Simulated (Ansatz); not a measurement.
# CH₅AlO: taking an electron away

One table from this session's results is given with a row withheld; the runs are named, their logs left out.

The runs use Ansatz 0.2.0, Gaussian basis; unrestricted cation, the program's frozen cores in correlated methods.

Plan: UKS PBE-D4/def2-TZVPP; UKS r2SCAN-D4/def2-TZVPP; UKS PBE0-D4/def2-TZVPP; UKS B3LYP-D4/def2-TZVPP; UKS wB97X-V/def2-TZVPP; UKS wB97M-V/def2-TZVPP; UKS B2PLYP/def2-TZVPP; UHF-CCSD(T)/def2-TZVPP; UHF-MP2/def2-QZVPP; extrapolation to the limit; then −ε(HOMO) from the neutral's earlier runs with LDA (SPW92), PBE-D4, revPBE-D4, BLYP-D4, r2SCAN-D4, B97M-V, PBE0-D4, B3LYP-D4, r2SCANh-D4, r2SCAN0-D4, HSE06-D4, BHLYP-D4, CAM-B3LYP-D4, LC-ωPBE, ωB97X-V, ωB97M-V.

### The geometry

All runs share one geometry, relaxed beforehand with PBE0-D4 in a triple-zeta def2 set.

8 atoms, charge 0, spin multiplicity 1.

Atoms are counted from 1 here; the program's logs count them from 0.

Bond lengths: C1–Al2 1.941 Å, C1–H4 1.095 Å, C1–H5 1.092 Å, C1–H6 1.095 Å, Al2–O3 1.701 Å, Al2–H7 1.589 Å, O3–H8 0.956 Å. Angles: Al2–C1–H4 111.0°, Al2–C1–H5 111.9°, Al2–C1–H6 111.2°, H4–C1–H5 107.9°, H4–C1–H6 106.4°, H5–C1–H6 108.2°, C1–Al2–O3 117.6°, C1–Al2–H7 124.2°, O3–Al2–H7 118.2°, Al2–O3–H8 122.5°.

As a file:

```mol
CH5AlO
  3D, bonds by distance, orders not assigned

  8  7  0  0  0  0  0  0  0  0999 V2000
   -0.7779    0.9822   -0.0709 C   0  0
    0.5797   -0.3942   -0.2399 Al  0  0
    0.5446   -1.6764    0.8768 O   0  0
   -0.3251    1.9545    0.1493 H   0  0
   -1.4914    0.7554    0.7243 H   0  0
   -1.3357    1.1050   -1.0048 H   0  0
    1.7168   -0.3945   -1.3502 H   0  0
    1.1812   -2.3891    0.8595 H   0  0
  1  2  8  0
  2  3  8  0
  1  4  8  0
  1  5  8  0
  1  6  8  0
  2  7  8  0
  3  8  8  0
M  END
```

The first run:

Input file in.yaml:

```yaml
crystal:
  periodic: [false, false, false]
  atoms:
    - {symbol: C, position_ang: [-0.777886, 0.982158, -0.070932]}
    - {symbol: Al, position_ang: [0.579722, -0.394157, -0.239890]}
    - {symbol: O, position_ang: [0.544632, -1.676399, 0.876832]}
    - {symbol: H, position_ang: [-0.325105, 1.954535, 0.149280]}
    - {symbol: H, position_ang: [-1.491448, 0.755378, 0.724306]}
    - {symbol: H, position_ang: [-1.335670, 1.104960, -1.004782]}
    - {symbol: H, position_ang: [1.716753, -0.394544, -1.350160]}
    - {symbol: H, position_ang: [1.181201, -2.389131, 0.859547]}
basis:
  gaussian: {orbitals: def2-TZVPP}
total_charge: 1
magnetization: {spin_polarized: true, initial_magnetization: 1}
hamiltonian: {xc: pbe, dispersion: d4}
```

Among the steps run: Cation, UKS PBE-D4/def2-TZVPP; Cation, UKS r2SCAN-D4/def2-TZVPP; Cation, UKS PBE0-D4/def2-TZVPP; Cation, UKS B3LYP-D4/def2-TZVPP; Cation, UKS wB97X-V/def2-TZVPP; Cation, UKS wB97M-V/def2-TZVPP; Cation, UKS B2PLYP (frozen core)/def2-TZVPP; Cation, UHF-CCSD(T)/def2-TZVPP; Cation, UHF-MP2/def2-QZVPP.

One table of the session follows, with a row left open; its other results are not shown here.

For comparison, −ε(HOMO) of the neutral from earlier runs:

```
  functional  −ε(HOMO) (eV)
 LDA (SPW92)           6.75
      PBE-D4           6.66
   revPBE-D4           6.63
     BLYP-D4           6.57
   r2SCAN-D4           6.96
      B97M-V           7.05
     PBE0-D4           7.97
    B3LYP-D4           7.77
  r2SCANh-D4           7.44
  r2SCAN0-D4           8.17
    HSE06-D4           7.57
    BHLYP-D4              ?
CAM-B3LYP-D4           9.38
     LC-ωPBE          10.76
     ωB97X-V          10.39
     ωB97M-V          10.21
```

Q: Estimate the row for BHLYP-D4 from the others.

Worked estimate for «−ε(HOMO) (eV)». Against the share of exact exchange, BLYP-D4 (0, 6.57), B3LYP-D4 (0.2, 7.77) give a slope of 6.00 per unit share; at 0.5 the line stands at 9.57.

As computed: −ε(HOMO) (eV): 9.21. In «−ε(HOMO) (eV)» the line misses by +0.36.
